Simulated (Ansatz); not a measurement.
```xyz
16

C    -1.868    0.064   -0.276
C    -0.734   -0.890    0.116
C     0.605   -0.236    0.143
C     0.980    0.593    1.318
C     1.333   -0.025   -1.134
H    -2.832   -0.452   -0.285
H    -1.703    0.482   -1.272
H    -1.942    0.897    0.428
H    -0.720   -1.727   -0.591
H    -0.957   -1.313    1.102
H     0.601    1.625    1.236
H     0.577    0.183    2.248
H     2.067    0.675    1.422
H     1.170   -0.850   -1.834
H     2.411    0.078   -0.971
H     1.012    0.896   -1.649
```

Charge 0, multiplicity 2.

Question: List the B3LYP/def2-TZVPP orbital energies in eV (Ansatz 0.2.0). (Best estimate.)

Answer: The calculation gave: α occupied: -276.78, -276.60, -276.49, -276.48, -276.47, -22.17, -20.06, -18.84, -17.21, -14.47, -12.51, -12.38, -11.84, -10.94, -10.82, -10.45, -10.07, -9.73, -9.04, -9.02, -4.71. α empty: 0.75, 1.91, 1.95, 2.14, 2.54, 2.72, 2.96, 3.45. β occupied: -276.62, -276.50, -276.50, -276.45, -276.41, -21.77, -19.92, -18.77, -17.09, -14.06, -12.44, -12.17, -11.45, -10.83, -10.74, -10.32, -9.93, -9.66, -8.96, -8.88. β empty: -1.04, 0.77, 1.93, 1.96, 2.18, 2.56, 2.75, 3.04. ⟨S²⟩ = 0.754.

B3LYP here is the variant with VWN-RPA as its local correlation; programs differ in this.
